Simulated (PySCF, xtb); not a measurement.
CH3O, SMILES C=[OH+], charge +1.

GFN2-xTB in xtb at its own geometry gives an orbital gap of 3.86 eV.

Geometry optimised at PBE-D3(BJ)/def2-TZVP. The isomer is the one that the SMILES or the coordinates give; other isomers of the formula were not compared.

Problem. What does PBE0/def2-TZVPD (PySCF) give? (Estimate from the structure and the level; the computed values follow.)

Solution. gap 8.48 eV (levels -18.57 and -10.08 eV).
